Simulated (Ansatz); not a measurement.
System: bcc Mo. Method: PBEsol (Ansatz, a quantum-chemistry and plane-wave program, PAW).

Run with plane-wave cutoff 520 eV, 24×24×24 k mesh, Fermi–Dirac smearing 0.05 eV, no spin polarisation, scalar-relativistic PAW data made under PBE.

Pressure at four volumes; x = ln(V/15.326 Å³). One pressure is withheld.

| V (Å³/atom) | x | P (GPa) |
|---|---|---|
| 14.406 | -0.0619 | ? |
| 14.713 | -0.0408 | 12.47 |
| 15.326 | 0.0000 | 0.01 |
| 16.245 | 0.0582 | -14.39 |

Task: Pass a parabola P(x) through the three rows shown, estimate the bulk modulus and its pressure derivative near zero pressure, and predict the withheld pressure.

Result: Slopes between the rows: (0.01 − (12.47))/(0.0000 − (-0.0408)) = -305.39 and (-14.39 − (0.01))/(0.0582 − (0.0000)) = -247.42 GPa. Their difference over the span 0.0990 is c = 57.97/0.0990 = 585.6 GPa, so P(x) = 12.47 + (-305.39)(x − (-0.0408)) + 585.6 (x − (-0.0408))(x − (0.0000)). At the middle row B = −dP/dx = −[-305.39 + 585.6 × 0.0408] = 281.5 GPa, and B′ = dB/dP = 2c/B = 4.2. At x = -0.0619 the parabola gives 19.68 GPa; the run gives 19.75 GPa. The Birch–Murnaghan fit to the energies at all volumes has B0 = 280 GPa and B′ = 4.2.

Measured, for comparison: bulk modulus 265 GPa (zero-point energy and finite temperature contributions removed, sources range from 265 to 278; as tabulated in doi:10.1021/acs.jctc.3c00612). Computed less measured: bulk modulus +6 % (+0.7 % to +6 % over the range).
